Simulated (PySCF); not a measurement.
# NaP⁻ at UHF-SCS-MP2

Computed with UHF-SCS-MP2; Na aug-cc-pVDZ-DK, P aug-cc-pVDZ-DK; spin-free X2C with a Gaussian nucleus (PySCF 2.14).

```json
{
  "state": "⁴Σ⁻ (quartet), unpaired electrons σ ↑, π ↑↑",
  "bond length": "2.873 Å",
  "harmonic wavenumber": "199 cm⁻¹",
  "force constant": "0.307 mdyn/Å",
  "rotational constant Be": "0.1548 cm⁻¹",
  "anharmonicity ωexe": "1.19 cm⁻¹",
  "vibration–rotation constant αe": "0.00147 cm⁻¹"
}
```

Correlated steps freeze 6 core orbitals. The state was picked by a PBE0 search and need not be the measured ground state.
